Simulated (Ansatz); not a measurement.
# Be2H2 (singlet): wave-function methods side by side, cc-pVTZ

Aim: climb from Hartree-Fock through coupled cluster and multireference methods for Be2H2 (singlet) at one geometry and basis, and see what each rung misses.

Program: Ansatz 0.2.0, Gaussian basis. Level of theory: cc-pVTZ, core rule «outside noble gas», up to 2 orbitals frozen. These are calculated values, not measurements.

Plan: UHF; CCSD(T) on RHF; BCCD(T) on RHF; CCSDT(Q) on RHF; CASSCF and NEVPT2, 6 electrons in 10 orbitals.

16 further runs of the same task are left out: 3 for a known fault of the program, 3 that didn't finish, 10 set aside as unsound or not needed. Runs told in other sessions of the task aren't counted.

### Step 1. The geometry

The geometry is a PBE0/def2-TZVP stationary point (not a proven minimum).

4 atoms, charge 0, spin multiplicity 1.

Atoms are counted from 1 here; the program's logs count them from 0.

Bond lengths: Be1–H3 1.348 Å, Be2–H4 1.348 Å.

### Step 2. UHF

in.yaml

```yaml
crystal:
  periodic: [false, false, false]
  atoms:
    - {symbol: Be, position_ang: [0.000000, 0.000000, 1.052730]}
    - {symbol: Be, position_ang: [0.000000, 0.000000, -1.052730]}
    - {symbol: H, position_ang: [0.000000, 0.000000, 2.400248]}
    - {symbol: H, position_ang: [0.000000, 0.000000, -2.400248]}
basis:
  gaussian: {orbitals: cc-pVTZ}
magnetization: {spin_polarized: true, initial_magnetization: 0}
hamiltonian: {xc: hf}
output: {orbitals: {seedname: orbitals}}
```

The run is started by

```
ansatz run in.yaml --threads 1 --pin off --events-out ev --progress --plain --max-ram 2393MiB
```

After this run come: CCSD(T) on RHF; BCCD(T) on RHF; CCSDT(Q) on RHF; CASSCF and NEVPT2, 6 electrons in 10 orbitals.

**Question.** What will the summary of the whole plan be? Wanted: RCCSDT(Q) from the RHF energy; RMP2 from RCCSDT(Q); RCCSD from RCCSDT(Q); RCCSD(T) from RCCSDT(Q); NEVPT2 valence from RCCSDT(Q); T1 diagnostic; effectively unpaired electrons.

**Answer**, as computed:

| quantity | value |
| --- | --- |
| RCCSDT(Q) from the RHF energy | -3.3205 eV |
| RMP2 from RCCSDT(Q) | +767.9 meV |
| RCCSD from RCCSDT(Q) | +65.2 meV |
| RCCSD(T) from RCCSDT(Q) | +14.7 meV |
| NEVPT2 valence from RCCSDT(Q) | +419.6 meV |
| levels within 1 kcal/mol (43 meV) | RCCSD(T), BCCD(T), RCCSDT |
| T1 diagnostic | 0.006 |
| effectively unpaired electrons | 0.05 |

**Reading.** RCCSD(T) lands +14.7 meV from the yardstick (0.4 % of the correlation energy). One determinant dominates. These misses are within one basis, not against nature.
